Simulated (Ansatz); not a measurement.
The input, for Ansatz 0.2.0:

```yaml
crystal:
  periodic: [false, false, false]
  atoms:
    - {symbol: Al, position_ang: [0.000000, 0.000000, 1.818997]}
    - {symbol: Ga, position_ang: [0.000000, 0.000000, -0.664806]}
    - {symbol: H, position_ang: [0.000000, 1.407254, -1.352806]}
    - {symbol: H, position_ang: [0.000000, -1.407254, -1.352806]}
basis:
  gaussian: {orbitals: cc-pVDZ}
magnetization: {spin_polarized: false, initial_magnetization: 4}
correlation: {method: bccd_t, electrons: outside_noble_gas}
```

```sh
$ ansatz run in.yaml --threads 1 --pin off --events-out ev --progress --plain --max-ram 4096MiB --backend cpu
```

The program prints:

```
590 factors; integrals over basis functions are off by at most 7.6e-4 eV
mean field evaluation 1: about -58939.5370 eV, gradient 1.1e1 eV
mean field evaluation 2: about -58939.5426 eV, gradient 1.1e1 eV
mean field evaluation 4: about -58942.1830 eV, gradient 9.1e0 eV
mean field evaluation 8: about -58943.4091 eV, gradient 9.3e-2 eV
mean field evaluation 16: about -58942.1735 eV, gradient 9.1e0 eV
mean field evaluation 32: about -58941.1253 eV, gradient 1.3e0 eV
mean field evaluation 64: about -58941.4600 eV, gradient 4.1e-2 eV
mean field evaluation 96: about -58938.1435 eV, gradient 8.2e-3 eV
mean field evaluation 128: about -58941.4597 eV, gradient 1.4e-1 eV
mean field evaluation 160: about -58940.0813 eV, gradient 2.8e-4 eV
mean field evaluation 192: about -58938.5421 eV, gradient 1.3e0 eV
mean field evaluation 224: about -58939.5106 eV, gradient 1.0e-1 eV
mean field evaluation 256: about -58937.9496 eV, gradient 2.2e-1 eV
mean field -58943.40962338 eV, -2166.1303503811 hartree, gradient 1.9e-6 eV, S^2 6.000000; 7 other end points of the search recorded, 0 dependent functions left out
mean field evaluation 288: about -58941.7989 eV, gradient 1.9e0 eV
determinant -58943.40962338 eV, -2166.1303503811 hartree, with singles and doubles -58946.17572691 eV, -2166.2320028110 hartree
determinant -58941.46006796 eV, -2166.0587055409 hartree, with singles and doubles -58944.29993292 eV, -2166.1630686535 hartree
determinant -58940.91836442 eV, -2166.0387983031 hartree, with singles and doubles -58944.67147076 eV, -2166.1767224171 hartree
determinant -58940.24218525 eV, -2166.0139491769 hartree, with singles and doubles -58943.28512466 eV, -2166.1257751376 hartree
determinant -58940.08133156 eV, -2166.0080379129 hartree, with singles and doubles -58943.74530683 eV, -2166.1426865204 hartree
19 core orbitals not correlated: weight in the atoms' cores, before any rotation towards them, 0.998 or more for the frozen orbitals, at most 0.001 for the correlated occupied ones
reference -58943.40962338 eV, -2166.1303503811 hartree; 6, 2 occupied and 30, 34 virtual orbitals, 590 factors
second order -2.04763832 eV of doubles, -0.01349592 eV of singles
cycle   1  -2.76567964 eV  change    4.2e-4 eV  update   5.3e-3
cycle   2  -2.76374128 eV  change    1.9e-3 eV  update   1.7e-3
cycle   3  -2.76327979 eV  change    4.6e-4 eV  update   9.8e-4
cycle   4  -2.76364968 eV  change   -3.7e-4 eV  update   4.3e-4
cycle   5  -2.76377507 eV  change   -1.3e-4 eV  update   1.7e-4
cycle   6  -2.76380066 eV  change   -2.6e-5 eV  update   5.8e-5
cycle   7  -2.76381199 eV  change   -1.1e-5 eV  update   2.0e-5
cycle   8  -2.76381066 eV  change    1.3e-6 eV  update   5.9e-6
perturbative correction -0.06673274 eV, -0.0024523828 hartree
Total energy: -58946.24016678 eV, -2166.2343709325 hartree
```

Ran on 1 thread of AMD EPYC 7R13, shared host: 4.6 s wall, 0.28 GiB peak host memory.
